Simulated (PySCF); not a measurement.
Gas-phase reaction: Si(NH2)4 + 2 Cl + Si ⇌ 2 SiH2ClNH2 + 2 N

Computed with PySCF and rigid-rotor harmonic-oscillator thermochemistry at 1 bar. † marks an energy on the PBE0/def2-TZVP geometry and frequencies. MP2 freezes the core. Open shells (unrestricted): Cl (multiplicity 2, electronic degeneracy 6), Si (multiplicity 3, electronic degeneracy 9), N (multiplicity 4); the rest are closed-shell singlets. Spin-orbit splitting is ignored; it lowers the true energy and changes the entropy of Cl, Si. Si(NH2)4, SiH2ClNH2: computed as isolated molecules; such fragments, hydroxides, amides, oligomers or adducts are transient or little studied in the gas. MP2 isn't extrapolated to the basis-set limit; its ΔH°(298 K) is 88.9 kJ in def2-SVP and 120.2 kJ in def2-TZVPP. The harmonic model lacks anharmonicity and excited electronic states, which grow with temperature; levels with a mode under 35 cm⁻¹ are left out. Internal rotation in Si(NH2)4, SiH2ClNH2 is treated as a harmonic vibration of one conformer, which makes the entropy rough.

```
level               ΔE electronic, kJ  ΔH°(298 K), kJ  ΔS°(298 K), J/K  ΔG°(2000 K), kJ
------------------  -----------------  --------------  ---------------  ---------------
HF/def2-TZVP†                    -119            -163               53             -262
MP2/def2-SVP†                     133              89               53              -10
MP2/def2-TZVPP†                   164             120               53               21
PBE0/def2-SVP†                    176             132               53               33
r2SCAN/def2-TZVP†                 144             100               53                1
LDA/def2-TZVP†                    292             248               53              149
ωB97M-V/def2-TZVP†                174             130               53               31
```
ΔH° is lowest at HF/def2-TZVP† and highest at LDA/def2-TZVP†. No reference value is set beside these.
